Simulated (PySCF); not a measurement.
**How methods differ on the electron affinity of F**

F⁻ [Ne] (1S) → F [He] 2s2 2p5 (2P), as a difference of total energies. All numbers are calculated (PySCF 2.14, no relativity, point nucleus, in aug-cc-pwCVDZ). Correlated levels: valence: 1s2 frozen; valence and next inner shell: nothing frozen. The calculations carry no spin-orbit coupling.

```json
{"method": "UHF", "electron affinity (eV)": "1.285"}
{"method": "LDA", "electron affinity (eV)": "4.149"}
{"method": "PBE", "electron affinity (eV)": "3.694"}
{"method": "PBE0", "electron affinity (eV)": "3.300"}
{"method": "revPBE", "electron affinity (eV)": "3.582"}
{"method": "M06-L", "electron affinity (eV)": "3.085"}
{"method": "MN15", "electron affinity (eV)": "3.371"}
{"method": "PBEsol", "electron affinity (eV)": "3.730"}
{"method": "MP2 (valence)", "electron affinity (eV)": "3.550"}
{"method": "SCS-MP2 (valence)", "electron affinity (eV)": "3.367"}
{"method": "MP2 (valence and next inner shell)", "electron affinity (eV)": "3.557"}
```

Q: Estimate what r2SCAN gives.

A: 3.371 eV, closest to MN15 among the rows shown.

Q: Estimate what SCS-MP2 (valence and next inner shell) gives.

A: 3.370 eV, closest to MN15 among the rows shown.

A first-order spin-orbit estimate (lowest level to lowest level, LS coupling) adds -0.016 eV.

Errors of the correlated levels include the incompleteness of this basis and the frozen core.

In the anion the highest occupied orbital energy is positive at LDA, PBE, r2SCAN, revPBE, M06-L, PBEsol, a self-interaction effect; the basis confines that electron, and the energy difference can still be sensible.

For comparison: 3.401 eV (measured; photodetachment measurements, as compiled on the Wikipedia data page of electron affinities).
